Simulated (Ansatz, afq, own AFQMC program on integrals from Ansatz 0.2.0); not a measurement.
Integrals from Ansatz 0.2.0, then the random walk in our own AFQMC program (afq).

```yaml
crystal:
  periodic: [false, false, false]
  atoms:
    - {symbol: B, position_ang: [0.000000, 0.000000, 0.000000]}
    - {symbol: C, position_ang: [0.000000, 0.000000, 4.151000]}
basis:
  gaussian: {orbitals: cc-pVDZ}
total_charge: 1
magnetization: {spin_polarized: false}
correlation: {method: ccsd_t, electrons: outside_noble_gas, hamiltonian_folder: ham}
```

```sh
$ ansatz run in.yaml --threads 1 --pin off --events-out ev --progress --plain --max-ram 24576MiB --backend cuda --devices 0, --max-vram 18GiB
```

Options of the walk:

```
--method phaseless --trial cisd --walkers 4000 --populations 20 --least-time 60 --time-step 0.005 --steps-per-block 50 --equilibration-blocks 40 --max-blocks 4000 --target-error 0.00029 --factor-cut 1e-05 --seed 6330 --release-times 0.24,0.51,0.99,1.62,2.4 --release-step 0.03 --release-every 3 --taylor-order 6
```

Times are imaginary, in 1/Eh. The walk had a cap of 122 s. With eight or more populations the least sampling time is a fifth of least-time, and the error comes from their spread.

Output of the walk:

```
orbitals 26  electrons 3 3  factors 147 of 266
reference energy -61.84113400 Eh
CCSD correlation -0.15976242 Eh in 20 cycles, weight of the determinant in the CISD state 0.7757
energy of the start -62.000890 Eh
 block  time / (1/Eh)  mean weight  energy / Eh
     1     0.250  1.0001  -61.998684
     2     0.500  0.9999  -61.998295
     3     0.750  1.0000  -61.998551
     4     1.000  1.0001  -61.998958
     5     1.250  0.9999  -61.999647
     7     1.750  1.0001  -62.000519
     9     2.250  1.0000  -62.000908
    13     3.250  0.9999  -62.001972
    19     4.750  0.9998  -62.002064
    25     6.250  1.0000  -62.002337
    31     7.750  0.9996  -62.004101
    37     9.250  1.0000  -62.003184
    43    10.750  1.0002  -62.005116
    49    12.250  1.0001  -62.005917
    55    13.750  0.9997  -62.004878
    61    15.250  0.9999  -62.006443
    67    16.750  1.0005  -62.005587
    73    18.250  1.0008  -62.005705
    79    19.750  1.0001  -62.005203
    85    21.250  0.9995  -62.006462
    91    22.750  1.0003  -62.004987
    94    23.500  0.9991  -62.008981
    97    24.250  1.0002  -62.005444
   103    25.750  0.9999  -62.007387
   109    27.250  0.9999  -62.005304
   115    28.750  1.0005  -62.005390
   121    30.250  1.0003  -62.005617
   127    31.750  1.0000  -62.004469
   130    32.500  1.0004  -62.004246
error from the spread of 20 populations
released: time / (1/Eh)  energy / Eh  error  mean overlap
  0.24  -62.006559  0.000179  1.0013
  0.51  -62.007368  0.000212  1.0020
  0.99  -62.008267  0.000286  1.0045
  1.62  -62.008500  0.000414  1.0157
  2.40  -62.008574  0.000563  1.0164
energy -62.005635 +/- 0.000167 Eh
(rows thinned)
```

The run passed its tests (sampling time, drift between the halves within three errors, error under three times the target), which doesn't prove that it has relaxed.

Against this walk (error 4.6 meV) on the same determinant: CCSD(T) 45.9 meV higher, CCSDT(Q) 9.9 meV lower, CCSDTQ 43.3 meV lower, full CI 43.7 meV lower. The error is statistical and leaves out the bias of the constraint. The released energies are still falling (meV from the phaseless value at times in 1/Eh: -25 ± 5 at 0.24, -47 ± 6 at 0.51, -72 ± 8 at 0.99, -78 ± 11 at 1.62, -80 ± 15 at 2.40), so they give no level; they do show a bias of the constraint, and the last of them that isn't too noisy lies 28 meV below full CI. Full CI is exact here, so the walk's 44 meV above it is the walk's own error: the bias of the constraint with this trial.

Cautions: constraint bias not in the error; higher spins were not checked; restricted determinant unstable towards unrestricted (UHF 1.62 eV lower, ⟨S²⟩ 1.01); strong correlation (T1 0.019, weight of the determinant 0.78, largest double 0.26); CCSDTQ on the UHF determinant differs (1.37 eV lower), perhaps since the unrestricted series falls towards higher spin.

The walk took 21 s on 1 × NVIDIA H100 80GB HBM3 with 2 threads of AMD EPYC 7R13 Processor (Zen 3), with other jobs on the host (the card was shared). The log's last line is the phaseless energy.

CCSDT and higher add their correlation energy to the determinant of the CCSD(T) run, since their own runs factorise the integrals more tightly (a shift of under 2 meV). A walk keeps the symmetry of its determinant, which the program's search chose and which needn't be the lowest solution, so a lower state of the same spin and another symmetry isn't excluded.
